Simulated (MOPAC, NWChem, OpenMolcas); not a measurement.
**C2H3F (SMILES C=CF): methods side by side**

C2H3F: 6 atoms, total charge 0, spin state singlet. As SMILES, `C=CF`. Geometry: relaxed at PBE0-D4/def2-TZVP.

```xyz
6

C    -0.5362    0.0764   -0.4428
C     0.4900   -0.0163    0.3766
F     0.9662   -1.1924    0.7955
H    -1.0439   -0.8033   -0.8166
H    -0.8802    1.0541   -0.7497
H     1.0461    0.8174    0.7907
```

Quantity: the dipole moment, in D. The values are calculated.

**The experiment to reproduce.** NIST CCCBDB gives the dipole moment of the gas as 1.43 D.

```
          level                    kind     program  value (D)  computed − measured   CPU time
            PM6          semi-empirical       MOPAC       1.36                -0.07  under 2 s
   HF/def2-TZVP            Hartree–Fock      NWChem       1.58                +0.15       22 s
SVWN5/def2-TZVP                     LDA  OpenMolcas       1.27                -0.16       27 s
  PBE/def2-TZVP                     GGA  OpenMolcas       1.21                -0.22       37 s
 TPSS/def2-TZVP                meta-GGA  OpenMolcas       1.25                -0.18       55 s
 PBE0/def2-TZVP           global hybrid  OpenMolcas       1.34                -0.09       36 s
wB97X/def2-TZVP  range-separated hybrid      NWChem       1.37                -0.06    2.2 min
```

Nearest: wB97X/def2-TZVP (-0.06 D); farthest: PBE/def2-TZVP (-0.22 D). The measured dipole is a vibrational average, so differences of a few hundredths of a debye mean little. Computed less measured by kind, in D (def2-TZVP rows): semi-empirical -0.07; Hartree–Fock +0.15; LDA -0.16; GGA -0.22; meta-GGA -0.18; global hybrid -0.09; range-separated hybrid -0.06. Times are those of the runs behind each value, whatever else they computed, on shared processors of several kinds: orders of magnitude only.
